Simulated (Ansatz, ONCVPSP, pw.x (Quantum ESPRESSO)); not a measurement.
## What a changed setting does to a pw.x run (bcc W)

Potential: optimised norm-conserving Vanderbilt (ONCV), ONCVPSP 4.0.1.1 (patched build), PBEsol; core [Kr] 4d10 4f14, reference 5s2 5p6 5d4 6s2; waves: 5s+6s: rc 1.90 bohr, ncon 4, nbas 8, qcut 5.1 1/bohr, 2 projectors; 5p: rc 2.05 bohr, ncon 4, nbas 7, qcut 6.3 1/bohr, 2 projectors, debl 3.6 Ha; 5d: rc 1.90 bohr, ncon 3, nbas 8, qcut 7.4 1/bohr, local; local part: the d channel; core correction: Teter function, fcfact 4.5, rcfact 1.4.

The reference run (k-mesh 15³, cutoffs 50/200 Ry, Fermi–Dirac 0.01 Ry, mixing_beta 0.4, conv_thr 1e-9, no spin) gives -3.89 GPa at 15.687 Å³/atom, where all-electron LAPW gives 0.22 GPa. This run, with its own iteration cap, changes smearing to mp.

```
&control
  calculation='scf', prefix='x', pseudo_dir='./', outdir='./tmp', tstress=.true., disk_io='none'
/
&system
  ibrav=0, nat=1, ntyp=1, ecutwfc=50, ecutrho=200, nbnd=15,
  occupations='smearing', smearing='mp', degauss=0.01
/
&electrons
  conv_thr=1e-09, mixing_beta=0.4, electron_maxstep=50
/
ATOMIC_SPECIES
W 1.0 W.UPF
CELL_PARAMETERS angstrom
  -1.57698163 1.57698163 1.57698163
  1.57698163 -1.57698163 1.57698163
  1.57698163 1.57698163 -1.57698163
ATOMIC_POSITIONS crystal
W 0.0000 0.0000 0.0000
K_POINTS automatic
15 15 15 0 0 0
```

```bash
pw.x < W.scf.in > W.scf.out
```

Q: How does the run end?

A: It converges in 7 iterations; the free energy moves by +13.2 meV/atom and the pressure by +0.16 GPa. This scheme is built to cancel the term in the square of the width that Fermi–Dirac smearing leaves in the F of a metal.

```
Message from routine setup:
     using ibrav=0 with symmetry is DISCOURAGED, use correct ibrav instead
     lattice parameter (alat)  =       5.1616  a.u.
     unit-cell volume          =     105.8611 (a.u.)^3
     number of electrons       =        14.00
     number of Kohn-Sham states=           15
     kinetic-energy cutoff     =      50.0000  Ry
     charge density cutoff     =     200.0000  Ry
     scf convergence threshold =      1.0E-09
     Exchange-correlation= PBESOL
     number of k points=   120  Methfessel-Paxton smearing, width (Ry)=  0.0100
     iteration #  1     ecut=    50.00 Ry     beta= 0.40
     total energy              =    -151.31209987 Ry
     estimated scf accuracy    <       0.04064227 Ry
     iteration #  2     ecut=    50.00 Ry     beta= 0.40
     total energy              =    -151.31244380 Ry
     estimated scf accuracy    <       0.00632337 Ry
     iteration #  3     ecut=    50.00 Ry     beta= 0.40
     total energy              =    -151.31316850 Ry
     estimated scf accuracy    <       0.00038979 Ry
     iteration #  4     ecut=    50.00 Ry     beta= 0.40
     total energy              =    -151.31318563 Ry
     estimated scf accuracy    <       0.00000462 Ry
     iteration #  5     ecut=    50.00 Ry     beta= 0.40
     total energy              =    -151.31318636 Ry
     estimated scf accuracy    <       0.00000035 Ry
     iteration #  6     ecut=    50.00 Ry     beta= 0.40
     total energy              =    -151.31318641 Ry
     estimated scf accuracy    <          9.3E-09 Ry
     iteration #  7     ecut=    50.00 Ry     beta= 0.40
     the Fermi energy is    22.2895 ev
!    total energy              =    -151.31318641 Ry
     estimated scf accuracy    <          7.2E-10 Ry
     smearing contrib. (-TS)   =       0.00005925 Ry
     The total energy is F=E-TS. E is the sum of the following terms:
     one-electron contribution =     -17.17966489 Ry
     hartree contribution      =      16.97131176 Ry
     xc contribution           =     -31.42794867 Ry
     ewald contribution        =    -119.67694386 Ry
     convergence has been achieved in   7 iterations
          total   stress  (Ry/bohr**3)                   (kbar)     P=      -37.28
     Message from routine punch:
     Nothing written, as per user request (disk_io='none')
```

The run took about 9.6 s on one core of a shared host (Intel(R) Xeon(R) 6975P-C, 192 threads, 756 GiB, load 162).
